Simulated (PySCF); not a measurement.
## ethylcyclopropane, C5H10

Cartesian coordinates in Å; atom numbers follow the order of the lines, from 1:
```xyz
15

C    -1.7824   -0.6639    0.6286
C    -0.9445    0.3874   -0.0811
C     0.3697   -0.1523   -0.5736
C     1.5376   -0.2288    0.3611
C     1.5382    0.7611   -0.7665
H    -2.7272   -0.2494    0.9873
H    -2.0161   -1.4965   -0.0404
H    -1.2453   -1.0737    1.4879
H    -1.5075    0.8051   -0.9234
H    -0.7479    1.2242    0.5991
H     0.2838   -0.9690   -1.2852
H     2.2032   -1.0801    0.2949
H     1.3983    0.1531    1.3661
H     2.2035    0.5857   -1.6025
H     1.3988    1.8069   -0.5182
```

Computed, not measured: quadratic response CAM-B3LYP/def2-TZVPD first hyperpolarisability, Taylor convention, gas phase (PySCF 2.14.0). Geometry: PBE0-D3(BJ)/def2-TZVP.

(1) What is the first hyperpolarisability, and how does it disperse?

(2) Which lowest excitations, dipole and polarisabilities go with it?

Answers

(1) In au, Taylor convention; the vector part is βᵢ = ⅓ Σⱼ (βᵢⱼⱼ + βⱼᵢⱼ + βⱼⱼᵢ); β∥ is 3/5 of the vector part along the dipole, the dipole points from − to +:
```csv
process,λ (nm),β vector norm,β∥,β HRS,depolarisation ratio
"static β(0;0,0)",∞,23.1,0.2,10.6,3.77
"second harmonic β(−2ω;ω,ω)",1907,23.9,0.1,11.0,3.75
"Pockels β(−ω;ω,0)",1907,23.4,0.1,–,–
"second harmonic β(−2ω;ω,ω)",1064,25.9,-0.2,11.9,3.72
"Pockels β(−ω;ω,0)",1064,24.0,0.1,–,–
```

(2) S1 7.54 eV (f = 0.005); S2 7.76 eV (f = 0.005); S3 7.86 eV (f = 0.009); dipole 0.12 D; isotropic α 60.1 au static, 60.2 au at 1907 nm, 60.5 au at 1064 nm, 60.6 au at 953.5 nm, 61.8 au at 532 nm.
